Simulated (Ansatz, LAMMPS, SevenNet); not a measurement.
## A-type hexagonal La₂O₃, bulk modulus B0

Reference value: 113 GPa (measured, 300 K, no zero-point or thermal correction; as tabulated in Santana et al. (2016), arXiv:1608.06321).

**Question.** Put these levels in order of the bulk modulus B0 that they give for A-type hexagonal La₂O₃, smallest first: LDA (Ansatz, a first-principles code), SevenNet-l3i5 (SevenNet), ionic model lewis1985a (rigid ions, LAMMPS).

**Answer.** SevenNet-l3i5 (107 GPa), LDA (124 GPa), ionic model lewis1985a (134 GPa)

Unless a cell is named, each level is at its own relaxed cell (ionic model lewis1985a 16.58, SevenNet-l3i5 16.61, LDA 15.54 Å³/atom).

Differences against the reference: ionic model lewis1985a +18.6 %, SevenNet-l3i5 -5.3 %, LDA +9.7 %.

The measured value isn't corrected to a static lattice, so vibrations enter the comparison. A static lattice is as a rule stiffer than a warm one, by over a tenth in soft solids.  Each level is taken at its own relaxed cell. Ansatz's density-functional and Hartree–Fock values are scalar-relativistic unless marked +SOC, with PAW data made under PBE.

Empirical potentials (ionic model lewis1985a) are fitted to chosen data, which need not cover the solid at hand: agreement can be built in, and what lay outside the fit can be far off. Machine-learned potentials (SevenNet-l3i5) are trained on DFT data, which may include these solids.

Differences are worked out from the printed values.
